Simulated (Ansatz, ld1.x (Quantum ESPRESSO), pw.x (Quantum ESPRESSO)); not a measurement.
# Equation-of-state test of one TM potential (magnesium (Mg))

* Element: magnesium (Mg)
* Generator: ld1.x (Quantum ESPRESSO) 7.5
* Type: norm-conserving Troullier–Martins (Kleinman–Bylander form)
* Functional: PBEsol
* Relativity: scalar-relativistic
* Frozen core: [Ne]
* Valence charge: 2
* Reference configuration: 3s2 3p0
* Partial waves: 3s (bound): rc 2.30 bohr; 3d channel at 0.45 Ry: rc 2.05 bohr; 3p (bound, empty): rc 2.60 bohr
* Local potential: the p channel
* Core correction: Bessel-smoothed model core, default radius (core density twice the valence density)

Atomic tests: cutoffs needed: 6 Ry and 18 Ry (the cutoffs (Ry, on a coarse ladder) from which the occupation-weighted sum of valence levels, in a spherical-Bessel basis at the reference potential, stays within 10 and 1 mRy of its value at 400 Ry); ghost test: no extra level below or beside the all-electron valence levels (s, d, p, f tested) (spherical-Bessel basis up to 400 Ry, 20 bohr box); largest excitation error: -14 meV (all-electron minus pseudo) for 3s0 3p2, out of 5 test configurations.

Crystal test: bcc Mg in pw.x 7.5, no spin, 13³ k-points, Fermi–Dirac smearing 0.01 Ry, cutoffs 50/200 Ry. The reference is all-electron LAPW (Ansatz 0.2.0) with the same functional, mesh and smearing; V0 and B0 come from Birch–Murnaghan fits to the pressures at five volumes. Errors are pseudo minus all-electron; Δ is the rms difference of the E(V) curves that follow from these fits, minima aligned, over ±6 % about the mean V0. Mesh and smearing are coarse, so the numbers serve the comparison and aren't converged zero-temperature values; the lattice is a test structure that the element need not adopt.

All-electron: a0 = 3.559 Å (V0 = 22.55 Å³/atom), B0 = 36.1 GPa.

Question: How far does the potential miss the all-electron equation of state?

Answer: mean pressure error (GPa): -0.09; a0 (Å): 3.557; a0 error (%): -0.08; B0 error (%): -0.1; Δ (meV/atom): 0.4.

```
V (Å³/atom)  P all-electron (GPa)  P pseudo (GPa)
     21.324                  2.25            2.14
     21.885                  1.14            1.04
     22.446                  0.16            0.08
     23.007                 -0.70           -0.78
     23.568                 -1.46           -1.53
```

Question: At the middle volume, how do free energy and pressure move when the wave cutoff is lowered (ecutrho kept at four times it)?

Answer:

| cutoff (Ry) | shift of F (meV/atom) | shift of P (GPa) |
| --- | --- | --- |
| 22 | +1.4 | -0.07 |
| 30 | +0.3 | -0.01 |
| 40 | +0.1 | -0.01 |

The run at the middle volume (84 k-points, 6 iterations) took about 5.7 s on one core of a shared host (Neoverse-V2, 96 threads, 742 GiB, load 25).
